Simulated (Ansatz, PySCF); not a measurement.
This PySCF input computes a CCSD(T)/cc-pVDZ energy:

```python
from pyscf import gto, scf, mp, cc as ccmod

mol = gto.M(
    atom='''
    N    -1.06982458    0.19432482    0.10751560
    C     0.27236484    0.31364904   -0.04785169
    O     1.05073958   -0.61125119   -0.08188812
    H    -1.47667231   -0.72197082    0.20424856
    H    -1.66665177    1.00198023    0.12805939
    H     0.59199050    1.36783209   -0.14270206
    ''',
    basis='cc-pvdz',
    charge=0,
    spin=0,
    verbose=4,
)

mf = scf.RHF(mol)
mf.conv_tol = 1e-10
mf.max_cycle = 100
mf.kernel()
mp2 = mp.MP2(mf, frozen=3).run()
cc = ccmod.CCSD(mf, frozen=3)
cc.max_cycle = 100
cc.kernel()
et = cc.ccsd_t()
print(f'E(CCSD(T)) = {cc.e_tot + et:.9f}')
```

Question: Write an input for the same energy in Ansatz (an electronic-structure program) and say what it gives.

Answer: 
Ansatz 0.2 input:
```yaml
crystal:
  periodic: [false, false, false]
  atoms:
    - {symbol: N, position_ang: [-1.06982458, 0.19432482, 0.10751560]}
    - {symbol: C, position_ang: [0.27236484, 0.31364904, -0.04785169]}
    - {symbol: O, position_ang: [1.05073958, -0.61125119, -0.08188812]}
    - {symbol: H, position_ang: [-1.47667231, -0.72197082, 0.20424856]}
    - {symbol: H, position_ang: [-1.66665177, 1.00198023, 0.12805939]}
    - {symbol: H, position_ang: [0.59199050, 1.36783209, -0.14270206]}
basis:
  gaussian:
    orbitals: cc-pVDZ
magnetization: {spin_polarized: false}
correlation: {method: ccsd_t, electrons: outside_noble_gas}
```
It gives -169.46438 Eh, and PySCF -169.46438 Eh, a difference of 0.00 mEh.
